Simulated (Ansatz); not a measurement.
We consider anatase TiO₂ (metastable phase), described by PBE-D3(BJ) (Ansatz, a quantum-chemistry and plane-wave program, plane waves, PAW).

Numerical settings: plane-wave cutoff 520 eV, 12×12×12 k mesh, Fermi–Dirac smearing 0.01 eV, no spin polarisation, scalar-relativistic PAW data made under PBE.

Energies at three volumes about the minimum:

| V (Å³/atom) | E − E_lowest (meV/atom) |
|---|---|
| 11.214 | 2.54 |
| 11.443 | 0.00 |
| 11.672 | 2.44 |

### Question
Fit a parabola by hand: where is the minimum, and what is the bulk modulus?

### Answer
Slopes: (0.00 − 2.54)/(11.443 − 11.214) = -11.092 and (2.44 − 0.00)/(11.672 − 11.443) = 10.655 meV/Å³. Curvature E″ = 2 × (10.655 − (-11.092))/(11.672 − 11.214) = 94.965 meV/Å⁶. From the middle of the first interval, the slope vanishes at V0 = 11.3285 − (-11.092)/94.965 = 11.445 Å³/atom. B = V0 E″ = 11.445 × 94.965 meV/Å³ × 0.1602 GPa per meV/Å³ = 174 GPa. The full Birch–Murnaghan fit to all volumes gives V0 = 11.443 Å³/atom and B0 = 174 GPa.

Shape and atoms are relaxed at each volume.

Note: the bulk modulus comes from volumes at which shape and atoms were relaxed.
